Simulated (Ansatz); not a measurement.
Reaction (SMILES): [CH]=CF → 2 C atom + F atom + 2 H atom
B3LYP-D3(BJ)/def2-TZVP geometries, fixed; electronic energies without zero-point terms.
Largest species:
```xyz
5

C      0.0300     0.3889     0.0008
C      1.2398    -0.0873    -0.0066
F     -1.0719    -0.3912     0.0045
H     -0.2254     1.4461     0.0047
H      2.2534     0.2654    -0.0109
```
Charge 0, spin multiplicity 2.

Core correlation in the atomisation energy at CCSD(T) with Ansatz (a first-principles code), in kcal/mol: frozen core against all electrons. Core-valence sets carry the plain set on hydrogen. An unrestricted Hartree-Fock determinant is markedly spin-contaminated. Open shells are unrestricted.

```
basis      functions, most  frozen core
---------  ---------------  -----------
cc-pVDZ                 52       410.28
cc-pCVDZ                64       410.75
cc-pVTZ                118       436.89
cc-pCVTZ               157       437.06
cc-pwCVTZ              157       437.50
cc-pVQZ                225       444.43
```

Q: How large is the core term in each set?

A: The largest core-valence set, cc-pwCVTZ, gives a core term of 2.16 kcal/mol; the valence set cc-pVQZ, which lacks functions for the core, gives 4.58. By row: cc-pVDZ 1.36, cc-pCVDZ 1.28, cc-pVTZ 8.51, cc-pCVTZ 1.94, cc-pwCVTZ 2.16, cc-pVQZ 4.58.
